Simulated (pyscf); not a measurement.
Single points on ωB97X-D3(BJ)/def2-SVP structures (PySCF, gas phase).

### Question
For the elementary gas-phase step F–Si•(F)–F + NH₃ → H₂N–Si(F)(F)–F + H• (doublet surface; H–N broken, N–Si formed), what barrier and reaction energy does ωB97M-D3(BJ)/def2-TZVP give, measured from the separated reactants?

### Answer
ΔE‡ = 12.7 kcal/mol, ΔE = -10.1 kcal/mol. Zero-point energy shifts the barrier by -2.2 kcal/mol. It is a substitution at N, with an imaginary mode of 1779i cm⁻¹. On the reactant side the descent ends in an adduct with a N–Si contact, 14.0 kcal/mol under the separated species and 28.5 kcal/mol under the saddle at ωB97X-D3(BJ)/def2-TZVP. What is counted as formed (N–Si) is already present as a longer contact in the reactant adduct; forming that adduct is a step of its own. One saddle was located; it need not be the lowest between these sides. The angle at the attacked N is 130°.
